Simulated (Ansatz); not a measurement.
# HAlMg, triplet along the angle Mg2-Al1-H3

Starting geometry (PBE0/def2-TZVP stationary point for this spin, not checked as a minimum):

```xyz
3

Al    0.0000    0.0000    0.3567
Mg    0.0000    0.0000   -2.3191
H     0.0000    0.0000    1.9624
```

From there the angle named below is changed in its plane at fixed bond lengths, both arms turning rigidly about the middle atom; atoms are numbered as listed. Energies are in eV, counted from the starting geometry at the same level.

Basis 6-31G; Ansatz 0.2.0. Correlated methods freeze the noble-gas cores. Prefix R: restricted or restricted open-shell reference; prefix U: unrestricted. The metal's outer-core shells are frozen, which leaves out core–valence correlation.

Unrestricted rows (U) aren't spin-pure: their determinants' ⟨S²⟩ exceeds S(S+1) by up to 0.17, so they mix in states of higher spin. Coupled cluster chose its determinant by trial CCSD, here up to 0.38 eV above the lowest Hartree–Fock solution of its kind, and MP2 stands on that determinant too.

Full CI is exact within this basis and frozen core; it isn't the basis-set limit. The frozen core follows each run's orbitals, which can shift R against U totals by a few meV.

```csv
angle Mg2-Al1-H3 (°),full CI,unpaired electrons (full CI),error UMP2,error RCCSD,error UCCSD,error RCCSDT,error UCCSDT(Q),error UCCSDTQ
68.2,0.554,2.15,0.146,0.021,0.024,0.001,0.000,0.000
91.3,0.279,2.11,0.202,0.016,0.021,0.001,0.000,0.000
103.0,0.184,2.10,0.179,0.017,0.020,0.001,0.000,0.000
120.3,0.088,2.08,0.141,0.028,0.017,0.002,0.000,0.000
142.5,0.024,2.07,0.074,0.015,0.009,0.001,0.000,0.000
156.3,0.008,2.05,0.032,0.006,0.004,0.000,-0.001,-0.001
180.0,0.000,2.05,0.000,0.000,0.000,0.000,0.000,0.000
```

Unpaired electrons are Σ n²(2−n)² over natural occupations. Errors are those of relative energies. In total energy the starting point itself misses full CI by: UMP2 0.570, RCCSD 0.061, UCCSD 0.057, RCCSDT 0.002, UCCSDT(Q) 0.000, UCCSDTQ 0.000 eV.

Spread of the error over the points with a reference, to 180.0 ° (largest less smallest): UCCSDTQ 0.001, UCCSDT(Q) 0.001, RCCSDT 0.002, UCCSD 0.024, RCCSD 0.028, UMP2 0.202 eV.
